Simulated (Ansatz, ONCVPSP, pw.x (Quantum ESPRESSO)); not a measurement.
**Mo: one change to the ONCV potential, in the atom and in the bcc crystal**

molybdenum, optimised norm-conserving Vanderbilt (ONCV), made with ONCVPSP 4.0.1.1 (patched build) (PBE, scalar-relativistic). Core [Ar] 3d10, reference 4s2 4p6 4d5 5s1. Waves: 4s+5s: rc 1.90 bohr, ncon 4, nbas 8, qcut 7.2 1/bohr, 2 projectors; 4p: rc 1.50 bohr, ncon 4, nbas 9, qcut 10.7 1/bohr, 2 projectors, debl 3.6 Ha; 4d: rc 2.70 bohr, ncon 3, nbas 8, qcut 6.4 1/bohr, 2 projectors, debl 3.7 Ha. Local part: polynomial inside 1.50 bohr (lpopt 5, dvloc0 3 Ha). Core correction: polynomial model core, fcfact 0.55.

Change: d: rc 3.18.

Cutoffs, loose and tight: the cutoffs (Ha) at which the residual kinetic energy of the hardest occupied pseudo-wave falls to 1 and 0.1 mHa per electron. They do not see the model core or the augmentation charge, which bear on the density cutoff. Test errors are all-electron minus pseudo excitation energies from the reference, over the configurations 4s2 4p6 4d5 5s0; 4s2 4p6 4d4 5s0; 4s2 4p6 4d3 5s0; 4s2 4p6 4d4 5s1 5p1; variants that change the core or the reference have their own tests.

Crystal test: bcc Mo in pw.x 7.5, no spin, 15³ k-points, Fermi–Dirac smearing 0.01 Ry, cutoffs set for each file from its atomic test. The reference is all-electron LAPW (Ansatz 0.2.0) with the same functional, mesh and smearing; V0 and B0 come from Birch–Murnaghan fits to the pressures at five volumes. Errors are pseudo minus all-electron; Δ is the rms difference of the E(V) curves that follow from these fits, minima aligned, over ±6 % about the mean V0. Mesh and smearing are coarse, so the numbers serve the comparison and aren't converged zero-temperature values; the lattice is a test structure that the element need not adopt.

All-electron: a0 = 3.162 Å (V0 = 15.80 Å³/atom), B0 = 259.2 GPa.

Does the change bring the crystal closer to the all-electron result?

The mean pressure error goes from +2.18 to +3.81 GPa, so the change moves the solid further from the all-electron pressures.

| quantity | base | changed |
| --- | --- | --- |
| outcome (atom) | generated | generated |
| cutoff, loose (atom) | 32 Ha | 32 Ha |
| cutoff, tight (atom) | 39 Ha | 39 Ha |
| bound ghosts (atom) | none | none |
| largest test error (meV) (atom) | +63 | +121 |
| cutoffs in pw.x (Ry) | 95/380 | 95/380 |
| a0 (Å) | 3.170 | 3.177 |
| a0 error (%) | +0.28 | +0.48 |
| B0 error (%) | -0.6 | -2.0 |
| Δ (meV/atom) | 7.4 | 12.9 |
| mean pressure error (GPa) | +2.18 | +3.81 |

Base: The largest radius (2.70 bohr) exceeds half the bond length (2.59 bohr), so the spheres overlap, which is one possible source of error among others. Changed file: The largest radius (3.18 bohr) exceeds half the bond length (2.59 bohr), so the spheres overlap, which is one possible source of error among others.
